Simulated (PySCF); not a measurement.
# [NO2]− (nitrite): CCSDT/STO-3G

What is the vertical ionisation energy of [NO2]− (nitrite) at CCSDT/STO-3G? Input form: a Python script.

The results are computed with PySCF 2.14.0.

24 further runs of the same task are left out: 10 that didn't finish, 14 set aside as unsound or not needed.

**1. Starting point**

[NO2]− has 3 atoms, charge -1, and is taken as a singlet. SMILES: `O=N[O-]`. Geometry: relaxed at PBE0-D4/def2-TZVPD.

Bond lengths: O1–N2 1.245 Å, N2–O3 1.245 Å. Angles: O1–N2–O3 116.8°.

**2. A single-point energy at CCSDT/STO-3G**

calc.py

```python
from pyscf import gto, scf, cc

mol = gto.M(
    atom='O 0.322840 0.992650 0.287620; N 0.325750 -0.245400 0.151990; O -0.648590 -0.747260 -0.439610',
    verbose=4,
    charge=-1,
    basis='sto-3g',
    max_memory=1860,
    spin=0,
)

mf = scf.RHF(mol)
mf.conv_tol = 1e-10
mf.kernel()
if not mf.converged:
    mf = mf.newton().run(mf.mo_coeff, mf.mo_occ)

mycc = cc.CCSDT(mf, frozen=3)
mycc.kernel()
e_tot = mycc.e_tot
print('E = %.10f Eh' % e_tot)
```

Command:

```console
OMP_NUM_THREADS=1 python calc.py
```

The program printed:

```text
PySCF version 2.14.0

[INPUT] num. atoms = 3
[INPUT] num. electrons = 24
[INPUT] charge = -1
[INPUT] spin (= nelec alpha-beta = 2S) = 0
[INPUT] symmetry False subgroup None
[INPUT] Mole.unit = angstrom
[INPUT] Symbol           X                Y                Z      unit          X                Y                Z       unit  Magmom
[INPUT]  1 O      0.322840000000   0.992650000000   0.287620000000 AA    0.610079182055   1.875836637550   0.543523027947 Bohr   0.0
[INPUT]  2 N      0.325750000000  -0.245400000000   0.151990000000 AA    0.615578285077  -0.463738790968   0.287219473673 Bohr   0.0
[INPUT]  3 O     -0.648590000000  -0.747260000000  -0.439610000000 AA   -1.225657467132  -1.412116743842  -0.830742501620 Bohr   0.0

nuclear repulsion = 63.5524637308991
number of shells = 9
number of NR pGTOs = 45
number of NR cGTOs = 15
basis = sto-3g
ecp = {}

******** <class 'pyscf.scf.hf.RHF'> ********
method = RHF
initial guess = minao
damping factor = 0
level_shift factor = 0
DIIS = <class 'pyscf.scf.diis.CDIIS'>
diis_start_cycle = 1
diis_space = 8
diis_damp = 0
SCF conv_tol = 1e-10
SCF conv_tol_grad = None
SCF max_cycles = 50
direct_scf = True
direct_scf_tol = 1e-13
Set gradient conv threshold to 1e-05
Initial guess from minao.
init E= -201.654481837379
  HOMO = -0.168411856716898  LUMO = 0.0505091409253269  gap/eV = 5.95714
cycle= 1 E= -201.027895676379  delta_E= 0.627  |g|= 0.643  |ddm|= 2.92
  HOMO = 0.13470428278613  LUMO = 0.597097443931816  gap/eV = 12.58236
cycle= 2 E= -201.131777062553  delta_E= -0.104  |g|= 0.289  |ddm|= 1.04
  HOMO = 0.109136786744171  LUMO = 0.641552782909198  gap/eV = 14.48778
cycle= 3 E= -201.155285289111  delta_E= -0.0235  |g|= 0.0253  |ddm|= 0.307
  HOMO = 0.103636310904072  LUMO = 0.646893407099685  gap/eV = 14.78278
cycle= 4 E= -201.15574754709  delta_E= -0.000462  |g|= 0.00527  |ddm|= 0.0858
  HOMO = 0.104288882078694  LUMO = 0.645536613440425  gap/eV = 14.72810
cycle= 5 E= -201.155768748343  delta_E= -2.12e-05  |g|= 0.00209  |ddm|= 0.0144
  HOMO = 0.104365867991079  LUMO = 0.645858994693887  gap/eV = 14.73478
cycle= 6 E= -201.155772409769  delta_E= -3.66e-06  |g|= 0.000208  |ddm|= 0.00693
  HOMO = 0.104381438802823  LUMO = 0.645817618159822  gap/eV = 14.73323
cycle= 7 E= -201.155772437151  delta_E= -2.74e-08  |g|= 2.14e-05  |ddm|= 0.000551
  HOMO = 0.1043764951126  LUMO = 0.645832185294779  gap/eV = 14.73376
cycle= 8 E= -201.15577243742  delta_E= -2.69e-10  |g|= 6.38e-06  |ddm|= 6.08e-05
  HOMO = 0.104376308798945  LUMO = 0.64583164985422  gap/eV = 14.73375
cycle= 9 E= -201.155772437437  delta_E= -1.72e-11  |g|= 2.29e-06  |ddm|= 1.19e-05
  HOMO = 0.104376372524934  LUMO = 0.645830874047359  gap/eV = 14.73373
Extra cycle  E= -201.15577243744  delta_E= -2.16e-12  |g|= 1.07e-06  |ddm|= 4.44e-06
converged SCF energy = -201.15577243744

******** <class 'pyscf.cc.rccsdt.RCCSDT'> ********
RCCSDT nocc = 9, nmo = 12
Allocating only the i<=j<=k part of the T3 amplitude in memory
frozen orbitals 3
max_cycle = 50
conv_tol = 1e-07
conv_tol_normt = 1e-06
diis with the T3 amplitude
diis_space = 6
diis_start_cycle = 0
diis_start_energy_diff = 1e+09
einsum_backend: numpy
_make_eris_incore_RCCSDT
blksize  8    blksize_oovv  4    blksize_oooo  4    blksize_vvvv  1

WARN: A large `blksize` is being used, which may cause large memory consumption
      for storing contraction intermediates. If memory is sufficient, consider using
      `pyscf.cc.rccsdt_highm.RCCSDT` instead.

Approximate memory usage estimate
    T3 memory                34.8 KB
    R3 memory                34.8 KB
    Symmetrized T3 memory    19.0 KB
    ERIs memory               162 KB
    T1-ERIs memory            162 KB
    Intermediates memory      162 KB
    Block workspace          43.9 KB
    T3 einsum buffer         43.9 KB
Total estimated memory        662 KB
Init t2, MP2 energy = -201.304206079404  E_corr(MP2) -0.148433641964
Init E_corr(RCCSDT) = -0.148433641964111
cycle =  1  E_corr(RCCSDT) = -0.152064265707  dE = -3.630623742993e-03  norm(d tamps) = 7.10507606e-02
cycle =  2  E_corr(RCCSDT) = -0.170734868200  dE = -1.867060249251e-02  norm(d tamps) = 4.93611695e-02
cycle =  3  E_corr(RCCSDT) = -0.169374254010  dE =  1.360614189704e-03  norm(d tamps) = 2.45288670e-02
cycle =  4  E_corr(RCCSDT) = -0.175616758925  dE = -6.242504914684e-03  norm(d tamps) = 1.51070436e-02
cycle =  5  E_corr(RCCSDT) = -0.176128639264  dE = -5.118803390635e-04  norm(d tamps) = 3.82844702e-03
cycle =  6  E_corr(RCCSDT) = -0.175708785828  dE =  4.198534357276e-04  norm(d tamps) = 1.53201307e-03
cycle =  7  E_corr(RCCSDT) = -0.175729775723  dE = -2.098989515026e-05  norm(d tamps) = 6.38859475e-04
cycle =  8  E_corr(RCCSDT) = -0.175755287981  dE = -2.551225814892e-05  norm(d tamps) = 3.75330489e-04
cycle =  9  E_corr(RCCSDT) = -0.175756569370  dE = -1.281388591096e-06  norm(d tamps) = 2.30597230e-04
cycle = 10  E_corr(RCCSDT) = -0.175758650078  dE = -2.080708674496e-06  norm(d tamps) = 1.04097229e-04
cycle = 11  E_corr(RCCSDT) = -0.175753674212  dE =  4.975866043339e-06  norm(d tamps) = 4.85050135e-05
cycle = 12  E_corr(RCCSDT) = -0.175758823557  dE = -5.149344423805e-06  norm(d tamps) = 2.86048045e-05
cycle = 13  E_corr(RCCSDT) = -0.175760210879  dE = -1.387322088653e-06  norm(d tamps) = 9.40805909e-06
cycle = 14  E_corr(RCCSDT) = -0.175760535919  dE = -3.250396933274e-07  norm(d tamps) = 4.30013987e-06
cycle = 15  E_corr(RCCSDT) = -0.175760653869  dE = -1.179501040449e-07  norm(d tamps) = 1.66636352e-06
cycle = 16  E_corr(RCCSDT) = -0.175760616910  dE =  3.695876901744e-08  norm(d tamps) = 8.62844942e-07
RCCSDT converged
E(RCCSDT) = -201.3315330543496   E_corr = -0.1757606169099916
E_corr(same-spin) = -0.0345999145255608
E_corr(oppo-spin) = -0.141160702384431
E = -201.3315330543 Eh
```

Wall time 1.5 s (1 thread of Arm Neoverse V1, shared host); peak memory 0.1 GiB.

**3. Doublet neutral NO2, same level**

mol.xyz

```xyz
3

O      0.322840     0.992650     0.287620
N      0.325750    -0.245400     0.151990
O     -0.648590    -0.747260    -0.439610
```

job.py

```python
from pyscf import gto, scf, cc

molecule = gto.Mole()
molecule.atom = 'mol.xyz'
molecule.spin = 1
molecule.verbose = 3
molecule.basis = 'sto-3g'
molecule.max_memory = 1860
molecule.build()

myscf = scf.UHF(molecule)
myscf.conv_tol = 1e-10
myscf.kernel()
if not myscf.converged:
    myscf = myscf.newton().run(myscf.mo_coeff, myscf.mo_occ)

mycc = cc.CCSDT(myscf, frozen=3)
mycc.kernel()
e_tot = mycc.e_tot
print('E = %.10f Eh' % e_tot)
```

Command:

```console
OMP_NUM_THREADS=1 python job.py
```

The program printed:

```text
converged SCF energy = -201.272291285134  <S^2> = 0.77505278  2S+1 = 2.0248978
_make_eris_incore_UCCSDT

WARN: A large `blksize_v_aaa` is being used, which may cause large memory consumption
      for storing contraction intermediates. If memory is sufficient, consider using
      `pyscf.cc.uccsdt_highm.UCCSDT` instead.

WARN: A large `blksize_v_aab` is being used, which may cause large memory consumption
      for storing contraction intermediates. If memory is sufficient, consider using
      `pyscf.cc.uccsdt_highm.UCCSDT` instead.

UCCSDT converged
E(UCCSDT) = -201.5123998864819   E_corr = -0.2401086013484365
E_corr(same-spin) = -0.0617564973576196
E_corr(oppo-spin) = -0.178352103990817
E = -201.5123998865 Eh
```

Run time: 2.3 s. Hardware: 1 thread of Arm Neoverse V1, shared host; peak memory 0.1 GiB.

**4. What came out**

Level: CCSDT/STO-3G, 3 core orbitals frozen.

```
                                                                       quantity          value
                                                   singlet [NO2]−: total energy  -201.33153 Eh
                            singlet [NO2]−: HOMO energy (Hartree–Fock orbitals)        2.84 eV
                            singlet [NO2]−: LUMO energy (Hartree–Fock orbitals)       17.57 eV
          singlet [NO2]−: HOMO–LUMO gap (to an unbound level, set by the basis)       14.73 eV
                    singlet [NO2]−: correlation energy (3 core orbitals frozen)     -175.8 mEh
                                                  singlet [NO2]−: T1 diagnostic          0.021
                                              doublet neutral NO2: total energy  -201.51240 Eh
                      doublet neutral NO2: dipole moment (Hartree–Fock density)         0.39 D
doublet neutral NO2: HOMO energy (Hartree–Fock orbitals) (highest over α and β)       -8.72 eV
 doublet neutral NO2: LUMO energy (Hartree–Fock orbitals) (lowest over α and β)        3.56 eV
               doublet neutral NO2: correlation energy (3 core orbitals frozen)     -240.1 mEh
                         doublet neutral NO2: ⟨S²⟩ of the reference determinant          0.775
                                             doublet neutral NO2: T1 diagnostic          0.028
                            vertical detachment energy (to the doublet neutral)      -4.922 eV
```

**Reading.** The species is unbound against losing an electron at this level, by 4.92 eV (−113 kcal/mol); missing correlation or diffuse functions can give that sign where the real anion is bound. In a minimal basis such a difference can be off by several eV, whatever the method. The T1 diagnostic (singlet [NO2]−) of 0.021 is above the customary mark for such species, so a single reference may not serve. Mulliken charges (singlet [NO2]−) of the mean-field density run from -0.45 on O1 to -0.09 on N2. The HOMO (singlet [NO2]−) lies at positive energy, 2.84 eV: the electron is unbound at this level or held by a compact basis; values depend on the basis. Mulliken charges (doublet neutral NO2) of the mean-field density run from -0.10 on O1 to +0.19 on N2; they depend strongly on the basis.
